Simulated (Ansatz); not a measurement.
Take BP in the zinc blende structure (space group F-43m, No. 216) as the base.

```yaml
crystal:
  lattice:
    - [0.00000, 2.27423, 2.27423]
    - [2.27423, 0.00000, 2.27423]
    - [2.27423, 2.27423, 0.00000]
  atoms:
    - { symbol: P, position: [0.75000, 0.75000, 0.75000] }
    - { symbol: B, position: [0.00000, 0.00000, 0.00000] }
```

Levels (all Ansatz, a first-principles code, PAW): PBE (420 eV, without spin-orbit coupling); PBEsol (420 eV, no SOC).

Levels that relaxed their own cell: PBE and PBEsol.

| level | lattice parameter a |
|---|---|
| PBE | 4.548 Å |
| PBEsol | 4.520 Å |

Measured: lattice parameter a 4.525 Å (static lattice; corrected from measurement; as listed in Daniel Mejia-Rodriguez, S. B. Trickey, Phys. Rev. B (2018)).

Computed minus measured — lattice parameter a: PBE +0.5 %, PBEsol -0.1 % (closest: PBEsol).

Whether these cells are dynamically stable was not tested.
